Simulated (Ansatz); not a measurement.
Solid chlorine was calculated with LDA (Ansatz, a quantum-chemistry and plane-wave program, PAW).

Run with plane-wave cutoff 520 eV, 10×10×4 k mesh (along the axes of the cell as run), Fermi–Dirac smearing 0.01 eV, scalar-relativistic PAW data made under PBE.

Properties against volume:

Shape and atoms are relaxed at each volume.

```tsv
V (Å³/atom)	P (GPa)	direct gap at Γ (eV)	c (Å)	a (Å)
21.495	0.80	1.880	7.744	6.031
21.943	0.37	1.868	7.776	6.108
22.390	-0.01	1.872	7.794	6.189
22.838	-0.31	1.878	7.810	6.272
23.286	-0.57	1.870	7.837	6.355
```

The gap at Γ does not follow one straight line over these volumes.

Note: the bulk modulus comes from volumes at which shape and atoms were relaxed.
